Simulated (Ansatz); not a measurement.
**CH₃N (triplet): wave-function methods side by side at a displaced geometry (v1), cc-pVDZ**

An exercise on one series of results from a longer session: the logs are not shown, and one member is left open.

Computed with Ansatz 0.2.0, Gaussian basis. Level: cc-pVDZ, core rule «outside noble gas», up to 2 orbitals frozen.

To be run: UHF; CCSD(T) on ROHF; CCSD(T) on UHF; BCCD(T) on ROHF; CISD as a restricted active space (open shells left free, so some higher excitations enter); CCSDT(Q) on ROHF; CCSDT(Q) on UHF.

22 further runs of the same task are left out: 10 that didn't finish, 12 set aside as unsound or not needed. Runs told in other sessions of the task aren't counted.

## The geometry

The geometry is a PBE0/def2-TZVP stationary point (not a proven minimum) with its atoms shifted at random (size 0.040 Å).

5 atoms, charge 0, spin multiplicity 3.

Atoms are counted from 1 here; the program's logs count them from 0.

Bond lengths: N1–C2 1.403 Å, C2–H3 1.064 Å, C2–H4 1.069 Å, C2–H5 1.130 Å. Angles: N1–C2–H3 115.1°, N1–C2–H4 107.7°, N1–C2–H5 105.3°, H3–C2–H4 109.6°, H3–C2–H5 106.4°, H4–C2–H5 112.9°.

Set-up of the first run:

File in.yaml:

```yaml
crystal:
  periodic: [false, false, false]
  atoms:
    - {symbol: N, position_ang: [-0.763288, 0.013210, 0.017130]}
    - {symbol: C, position_ang: [0.639151, -0.016154, -0.007192]}
    - {symbol: H, position_ang: [1.069920, -0.988705, -0.048402]}
    - {symbol: H, position_ang: [0.990000, 0.495051, 0.864187]}
    - {symbol: H, position_ang: [0.930822, 0.502580, -0.968134]}
basis:
  gaussian: {orbitals: cc-pVDZ}
magnetization: {spin_polarized: true, initial_magnetization: 2}
hamiltonian: {xc: hf}
output: {orbitals: {seedname: orbitals}}
```

On the command line:

```sh
ansatz run in.yaml --threads 1 --pin off --events-out ev --progress --plain --max-ram 2393MiB
```

Among the steps run: UHF; CCSD(T) on ROHF; CCSD(T) on UHF; BCCD(T) on ROHF; CISD as a restricted active space (open shells left free, so some higher excitations enter); CCSDT(Q) on ROHF; CCSDT(Q) on UHF.

One of the session's tables, all rows but one given; the rest of the session is left out.

| method | from UCCSDT(Q) (meV) |
| --- | --- |
| ROHF | +7982.6 |
| UHF | +7749.0 |
| RMP2 | +1142.2 |
| UMP2 | +1141.9 |
| CISD | +729.7 |
| RCCSD | +202.1 |
| UCCSD | +198.2 |
| RCCSD(T) | +29.1 |
| UCCSD(T) | ? |
| BCCD(T) | +28.7 |
| RCCSDT | +10.2 |
| UCCSDT | +8.9 |
| RCCSDT(Q) | +1.6 |
| UCCSDT(Q) | 0 |

Q: Estimate the row for UCCSD(T) from the others.

The run gave: from UCCSDT(Q) (meV): +28.2. In the column «from UCCSDT(Q) (meV)» it lies between RCCSDT (+10.2) and BCCD(T) (+28.7).

Limits of these values: Restricted and unrestricted rows rest on different reference determinants; a gap between their highest levels can come from leftover correlation error, from unlike frozen cores or from another state.
